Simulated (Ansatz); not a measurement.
Saddle point of AlNH$_{4}$O, closed shell (AlNH₄O ([NH2][AlH][OH]) → AlHO ([OH][Al]) + NH₃ (still joined by a long Al–N bond); bonds formed: N2–H3; bonds broken: Al1–H3; bonds weakened to dative contacts: Al1–N2), PBE0-D4/def2-TZVP structure:

Al1  (-0.717, 0.550, 0.127)
N2  (0.420, -0.901, 0.499)
H3  (0.241, 0.199, 1.497)
O4  (-0.454, 1.097, -1.470)
H5  (0.048, -1.633, 1.096)
H6  (1.286, -1.224, 0.062)
H7  (-0.822, 1.911, -1.810)
(Å)

Energies are electronic, without zero-point energy. Barriers and step energies count from the start structure reached by relaxing down the imaginary mode; all methods use the PBE0-D4 structures, on which another method's saddle can fall below an end. Ansatz 0.2.0; basis: def2-TZVPP, with def2-QZVPP for the basis limit; cores frozen in the correlated methods. B3LYP uses VWN-RPA correlation. Extrapolation: Hartree–Fock as exp(−7.88 √X), correlation as X^−2.97.

| method | barrier (kcal/mol) | step energy (kcal/mol) |
| --- | --- | --- |
| SPW92 | 55.18 | 20.06 |
| PBE-D4 | 58.34 | 20.56 |
| BLYP-D4 | 61.11 | 22.05 |
| r2SCAN-D4 | 65.24 | 27.24 |
| B97M-V | ? | 26.85 |
| PBE0-D4 | 66.15 | 23.07 |
| B3LYP-D4 | 67.33 | 24.20 |
| r2SCAN0-D4 | ? | 27.46 |
| BHLYP-D4 | 76.14 | 26.59 |
| CAM-B3LYP-D4 | 71.68 | 26.37 |
| wB97X-V | ? | 27.21 |
| wB97M-V | 70.16 | 23.84 |
| B2PLYP | 69.23 | 25.89 |
| PBE-QIDH | 71.92 | 26.34 |
| RPA on PBE | 66.10 | 22.80 |
| HF | 89.44 | 29.50 |
| MP2 | 71.11 | 27.75 |
| CCSD | 73.05 | 25.28 |
| CCSD(T) | 69.02 | 24.57 |

(1) Fill in the withheld barriers. (Judge from chemistry; the value comes from the calculation.)

No T1 diagnostic of these runs exceeds 0.016. The restricted Hartree–Fock reference is unstable towards an unrestricted one at one or more of these structures. A large double-excitation amplitude points to some diradical character; no triplet was computed.

## Answers

(1) By the calculation: r2SCAN0-D4 70.44; wB97X-V 73.34; B97M-V 67.69 kcal/mol. Each is the energy of the saddle less that of the start structure, by the same method.

For comparison, the barrier by CCSD(T) at an estimated basis limit (MP2 extrapolated from triple and quadruple zeta, plus CCSD(T) − MP2 in triple zeta) is 69.18 kcal/mol.

Labels in which every atom is bracketed show which atoms are joined, not bond orders.

For scale, one of the runs: CCSD(T)/def2-TZVPP, 160 basis functions, launched by `ansatz run in.yaml --threads 2 --pin off --events-out ev --progress --plain --max-ram 4352MiB`. The run took 18 s on 2 CPU threads of an Arm Neoverse V2 (shared host), with 1.2 GiB of host memory at its peak.
